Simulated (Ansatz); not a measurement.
## fcc Ag

The numbers are results of PBE-D3(BJ) (Ansatz, a quantum-chemistry and plane-wave program, PAW), not measurements.

Run with plane-wave cutoff 500 eV, 30×30×30 k mesh, Fermi–Dirac smearing 0.1 eV, no spin polarisation, scalar-relativistic PAW data made under PBE.

Cell (relaxed at this level):

```
Ag
1.0
    0.00000     2.03669     2.03669
    2.03669     0.00000     2.03669
    2.03669     2.03669     0.00000
Ag
1
Direct
  0.00000   0.00000   0.00000
```

| Item | Value |
|---|---|
| volume per atom | 16.90 Å³/atom |
| lattice parameter a | 4.073 Å |

Measured, for comparison: equilibrium volume per atom 16.76 Å³/atom (static lattice: zero-point anharmonic expansion removed; as tabulated in Mejia-Rodriguez and Trickey (2018), arXiv:1807.09216); lattice constant a 4.062 Å (static lattice: zero-point anharmonic expansion removed, our sources range from 4.056 to 4.063; as tabulated in Mejia-Rodriguez and Trickey (2018), arXiv:1807.09216). Computed (rounded) less measured: equilibrium volume per atom +0.8 %, lattice constant a +0.3 % (+0.2 % to +0.4 % over the range).

Static lattice: no zero-point or thermal effects.
